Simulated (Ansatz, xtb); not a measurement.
## Relative energy of two isomers of C5H9N

Structure a is `C#CC(C)(C)N`, a singlet and structure b is `C#CC[C@@H](C)N`, a singlet. Both are isolated molecules in the gas phase, relaxed with r2SCAN-D4/def2-SVP; the shapes shown needn't be the lowest conformers.

a (Å):

```xyz
15

C     1.4621   -0.1177   -1.3564
C     0.5938   -0.4602   -0.5757
C    -0.4784   -0.8243    0.3772
C     0.1438   -1.4481    1.6343
C    -1.4397   -1.8186   -0.2891
N    -1.2598    0.3504    0.7941
H     2.2296    0.1814   -2.0459
H     0.7151   -2.3535    1.3824
H     0.8288   -0.7369    2.1221
H    -0.6585   -1.7049    2.3425
H    -1.8960   -1.3745   -1.1878
H    -2.2403   -2.0751    0.4210
H    -0.9106   -2.7339   -0.5924
H    -1.6478    0.8007   -0.0374
H    -0.6261    1.0399    1.2035
```

b (Å):

```json
{"atom": "C", "x (Å)": "1.4980", "y (Å)": "-1.6801", "z (Å)": "-1.9667"}
{"atom": "C", "x (Å)": "1.1251", "y (Å)": "-1.4145", "z (Å)": "-0.8401"}
{"atom": "C", "x (Å)": "0.6116", "y (Å)": "-1.0935", "z (Å)": "0.4830"}
{"atom": "C", "x (Å)": "-0.9426", "y (Å)": "-1.0410", "z (Å)": "0.5297"}
{"atom": "C", "x (Å)": "-1.4098", "y (Å)": "-0.6823", "z (Å)": "1.9338"}
{"atom": "N", "x (Å)": "-1.5378", "y (Å)": "-0.1299", "z (Å)": "-0.4325"}
{"atom": "H", "x (Å)": "1.8498", "y (Å)": "-1.9193", "z (Å)": "-2.9530"}
{"atom": "H", "x (Å)": "0.9856", "y (Å)": "-1.8332", "z (Å)": "1.2147"}
{"atom": "H", "x (Å)": "1.0083", "y (Å)": "-0.1110", "z (Å)": "0.8047"}
{"atom": "H", "x (Å)": "-1.3050", "y (Å)": "-2.0566", "z (Å)": "0.2830"}
{"atom": "H", "x (Å)": "-1.0584", "y (Å)": "0.3268", "z (Å)": "2.2119"}
{"atom": "H", "x (Å)": "-1.0234", "y (Å)": "-1.3899", "z (Å)": "2.6835"}
{"atom": "H", "x (Å)": "-2.5084", "y (Å)": "-0.6812", "z (Å)": "1.9782"}
{"atom": "H", "x (Å)": "-1.2092", "y (Å)": "-0.3619", "z (Å)": "-1.3715"}
{"atom": "H", "x (Å)": "-1.2096", "y (Å)": "0.8212", "z (Å)": "-0.2487"}
```

Energies in hartree; the thermal terms are from GFN2-xTB frequencies at re-optimised GFN2-xTB minima (ideal gas, soft modes damped towards free rotors, one conformer each, 298.15 K, 1 atm) and include the zero-point energy:

|  | a | b |
| --- | --- | --- |
| E, CCSD(T)/def2-SVP | −249.725170 | −249.722116 |
| E, MP2/def2-SVP | −249.635098 | −249.631476 |
| E, MP2/def2-TZVPP | −250.101000 | −250.098258 |
| zero-point energy | 0.126913 | 0.127584 |
| H(298 K) − E | 0.135749 | 0.136160 |
| G(298 K) − E | 0.096076 | 0.096512 |

Q: Correct the CCSD(T) difference for the basis set by the MP2 change, then work out ΔE, ΔE₀, ΔH and ΔG for a → b in kcal/mol (1 Eh = 627.51 kcal/mol) and the equilibrium ratio [b]/[a].

A: 1. Differences b − a: CCSD(T) +0.003054, MP2 in the small set +0.003622, MP2 in the large set +0.002742 Eh.
2. ΔE = +0.003054 + (+0.002742 − (+0.003622)) = +0.002174 Eh = +1.36 kcal/mol.
3. ΔE₀ = ΔE + ΔZPE = +0.002174 + (+0.000671) Eh = +1.79 kcal/mol.
4. ΔH = ΔE + (+0.000411) Eh = +1.62 kcal/mol.
5. ΔG = ΔE + (+0.000436) Eh = +1.64 kcal/mol, so ΔS = (ΔH − ΔG)/T = −0.2 J/(mol K).
6. kT = 0.9442 mEh, so K = [b]/[a] = exp(−ΔG/kT) = exp(−2.76) ≈ 0.063.

Structure a is favoured at this temperature. An error of 1 kcal/mol in ΔG would change K by a factor of 5.4. Mirror images and further conformers aren't counted.

As drawn, both hold the same kinds of bond in the same numbers. Structure a has 2 methyl groups, b 1.

Other levels gave ΔE = +0.8 (GFN2-xTB); −0.1 (HF/STO-3G, GFN2-xTB geometries); +0.4 (r2SCAN-D4/def2-SVP//GFN2-xTB); +0.4 (r2SCAN-D4/def2-SVP); −0.2 (HF/def2-SVP); +2.3 (MP2/def2-SVP); +1.9 (CCSD(T)/def2-SVP) kcal/mol. The correlated steps freeze 6 core orbitals. Programs: Ansatz 0.2.0, xtb 6.7.1.
